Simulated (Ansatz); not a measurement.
Relaxation of H₄NPSi (7 atoms, charge 0, multiplicity 1), to a largest force component of 0.02 eV/Å in at most 50 steps.

Theory: UKS r2SCAN-D4/def2-SVP (Ansatz 0.2.0).

```xyz
7
Properties=species:S:1:pos:R:3
N -0.657 -0.690 0.159
Si -0.576 0.967 0.055
P 0.683 -1.221 0.656
H -0.975 -1.066 -0.710
H 0.348 1.379 -1.046
H 1.069 -1.506 1.972
H 1.521 -1.093 -0.502
```

Task: Where does it end, and by what steps?

Result: It converged. After 20 steps the energy has fallen by 3.482 eV; H5 moved furthest, 1.37 Å. Parted: Si2–P3.

```tsv
step	energy less start (eV)	largest force component (eV/Å)	accepted
0	0.0000	7.348	yes
1	-1.3219	3.950	yes
2	-2.0564	1.222	yes
3	-2.4986	1.448	yes
4	-2.7326	0.887	yes
5	-2.8044	0.487	yes
6	-2.8326	0.288	yes
7	-2.8596	0.409	yes
8	-2.9213	0.669	yes
9	-3.0440	0.800	yes
10	-3.2608	0.687	yes
11	-3.3890	1.059	yes
12	-3.3957	1.330	yes
13	-3.4624	0.185	yes
14	-3.4636	0.115	yes
15	-3.4712	0.131	yes
16	-3.4462	0.701	no
17	-3.4781	0.066	yes
18	-3.4799	0.127	yes
19	-3.4817	0.026	yes
20	-3.4818	0.016	yes
```

```xyz
7
Properties=species:S:1:pos:R:3
N -0.186 -0.497 -0.165
Si 0.324 1.144 -0.426
P 0.767 -1.838 0.446
H -1.102 -0.810 -0.489
H -1.005 1.563 -1.085
H 0.596 -1.646 1.860
H 2.018 -1.146 0.443
```

Whether the end is a true minimum wasn't checked by a vibrational analysis.

Time of the run: 2.1 min on 2 threads of Arm Neoverse N1 (shared host), peak memory 0.2 GiB.
